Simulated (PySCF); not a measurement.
B3LYP has the VWN-RPA correlation part, as in Gaussian. 

## CH3, SMILES `[CH3]` (charge 0, multiplicity 2)

All values below come from B3LYP-D3(BJ)/def2-TZVP (PySCF 2.14.0).

```
Property                                                       Result
-----------------------------  --------------------------------------
highest occupied spin orbital                                -6.45 eV
dipole moment                                                  0.00 D
total energy                                              -39.8602 Ha
cost                           about 19 core-seconds (a rough figure)
```

```xyz
4

C      0.0000     0.0000     0.0004
H      1.0579    -0.2123    -0.0007
H     -0.7128    -0.8100     0.0005
H     -0.3451     1.0223    -0.0003
```
Charge 0, spin multiplicity 2.
